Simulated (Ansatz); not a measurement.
Ansatz (a first-principles code) input (B3LYP/LANL2DZ): The .json file is the Basis Set Exchange's LANL2DZ.

Ansatz 0.2 input:
```yaml
crystal:
  periodic: [false, false, false]
  atoms:
    - {symbol: C, position_ang: [1.20714507, -0.43893973, -0.00256418]}
    - {symbol: C, position_ang: [0.11798946, 0.57141053, 0.00482199]}
    - {symbol: N, position_ang: [-1.24139525, -0.02687100, -0.00131228]}
    - {symbol: H, position_ang: [1.53582640, -0.90177310, 0.91941065]}
    - {symbol: H, position_ang: [1.53745215, -0.88648962, -0.93147757]}
    - {symbol: H, position_ang: [0.18297362, 1.22496543, -0.86746879]}
    - {symbol: H, position_ang: [0.18143178, 1.21047070, 0.88789918]}
    - {symbol: H, position_ang: [-1.35007526, -0.63365410, 0.80545776]}
    - {symbol: H, position_ang: [-1.34864912, -0.62024710, -0.81818214]}
basis:
  gaussian:
    orbitals: LANL2DZ.json
hamiltonian:
  xc: {name: B3LYP}
magnetization: {spin_polarized: true, initial_magnetization: 1}
relax: {f_tol: 0.003, max_steps: 120}
```

Question: Predict the final energy.

Answer: -134.48334 Eh.
